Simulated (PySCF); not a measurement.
## How well do the runs reproduce experiment for PF3?

**What was measured.**

NIST CCCBDB Release 22 (SRD 101), experimental dipoles lists, for the gas: dipole moment (microwave Stark effect) 1.03 D.

How close the calculation comes is told at the end.

Species: PF₃.
Atom-mapped SMILES: `[F:1][P:2]([F:3])[F:4]`

Geometry (PBE0-D3(BJ)/def2-SVP, Å), atoms numbered from 1 in this order:
```
atom  x, y, z in Å
F1    -0.8266   -1.0649   -0.3780
P2     0.0177   -0.1071    0.5791
F3     1.3789   -0.1382   -0.2532
F4    -0.5321    1.2822    0.0171
```

The PySCF runs (gas phase, on this PBE0-D3(BJ)/def2-SVP geometry; no spin–orbit coupling):

```json
{"level": "PBE0-D3(BJ)/def2-SVP, grid level 1", "job": "geometry optimisation from a GFN2-xTB start shaken at random", "basis functions": "60", "wall time": "4.5 s"}
```

Hardware: an Arm Neoverse V1 with one thread, no GPU (shared host).

## Comparison

**Dipole moment.** Measured: 1.03 D (NIST CCCBDB Release 22 (SRD 101), experimental dipoles).

| level | computed (D) | computed − measured (D) | % (from the printed values) |
| --- | --- | --- | --- |
| PBE0-D3(BJ)/def2-SVP | 1.30 | +0.27 | +26 |

The computed dipoles belong to one fixed geometry; measured ones are averaged over vibrations unless marked μe. Magnitudes are compared, not signs.

The geometry is computed, not the measured one. Where a level misses, the cause wasn't examined.
